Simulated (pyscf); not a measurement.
A first-order saddle from PySCF, ωB97X-D3(BJ)/def2-SVP:

```xyz
11

Si    -2.3225     0.3233    -0.3871
N     -0.8821    -0.2407     0.4979
B      0.4900     0.0725    -0.0562
H     -2.3961    -0.3084    -1.7326
H     -3.5195    -0.0558     0.4116
H     -2.1997     1.7969    -0.5094
H     -0.9521    -1.1445     0.9636
H      1.3685    -0.7257     0.1394
H      0.5309     0.8706    -0.9583
Cl     0.7165     1.5340     1.8130
H     -0.4332     0.6604     1.4232
```

Surface: singlet, charge 0. Lowest wavenumbers (cm⁻¹): 1133i, 91, 120, 226, 296.

What reaction is this the transition state of?

`[BH2][NH][SiH3]` + `[ClH]` ⇌ `[NH2][SiH3]` + `[BH2][Cl]`, a four-centre exchange read from left to right: B–N, Cl–H broken and H–N, B–Cl formed. At CCSD(T)/def2-TZVPP + ΔMP2(QZVPP) it lies +0.69 eV from the left side and +0.21 eV from the right (each side as separated species at their lowest minima found). On the product side the descent ends in an adduct with a B–N contact (not fully relaxed), 1.16 eV under the separated species and 1.30 eV under the saddle at ωB97X-D3(BJ)/def2-TZVP. What is counted as broken (B–N) persists as a longer contact in the product adduct; parting that adduct is a step of its own. At ωB97X-D3(BJ)/def2-TZVP the barrier from the zero used here is 0.59 eV. One saddle was located; it need not be the lowest between these sides. The CCSD(T) − MP2 part came from Ansatz, without density fitting, on the same reference.
